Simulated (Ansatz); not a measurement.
Structural energy differences of scandium

Theory: Ansatz 0.2.0, DFT, LDA (PW92), plane waves (420 eV) with PAW, scalar-relativistic. The PAW files were generated under PBE, with cores re-solved for the functional.

Each structure is relaxed within its own symmetry, so a high-lying one may be dynamically unstable.

**Question.** Rank these structures of scandium by energy per atom, lowest first.
A. simple cubic
B. omega (AlB2-type)
C. fcc
D. diamond
E. hcp
F. dhcp
G. A15
H. bcc

**Answer.** E (0 meV/atom), F (18 meV/atom), C (41 meV/atom), B (54 meV/atom), H (120 meV/atom), G (260 meV/atom), A (736 meV/atom), D (1968 meV/atom).

```json
{"structure": "hcp", "ΔE (meV/atom)": "0", "V (Å³/atom)": "22.59", "cell": "a = 3.227 Å, c = 5.009 Å (c/a = 1.552)", "magnetic state": "spin not included"}
{"structure": "dhcp", "ΔE (meV/atom)": "18", "V (Å³/atom)": "22.48", "cell": "a = 3.191 Å, c = 10.196 Å (c/a = 3.195)", "magnetic state": "spin not included"}
{"structure": "fcc", "ΔE (meV/atom)": "41", "V (Å³/atom)": "22.48", "cell": "a = 4.480 Å", "magnetic state": "spin not included"}
{"structure": "omega (AlB2-type)", "ΔE (meV/atom)": "54", "V (Å³/atom)": "22.36", "cell": "a = 4.971 Å, c = 3.135 Å (c/a = 0.631)", "magnetic state": "spin not included"}
{"structure": "bcc", "ΔE (meV/atom)": "120", "V (Å³/atom)": "22.77", "cell": "a = 3.571 Å", "magnetic state": "spin not included"}
{"structure": "A15", "ΔE (meV/atom)": "260", "V (Å³/atom)": "23.29", "cell": "a = 5.712 Å", "magnetic state": "spin not included"}
{"structure": "simple cubic", "ΔE (meV/atom)": "736", "V (Å³/atom)": "23.26", "cell": "a = 2.854 Å", "magnetic state": "spin not included"}
{"structure": "diamond", "ΔE (meV/atom)": "1968", "V (Å³/atom)": "26.98", "cell": "a = 5.998 Å", "magnetic state": "spin not included"}
```

ΔE counts from hcp.

Differences under about 8 meV lie within the error of the k-point mesh.
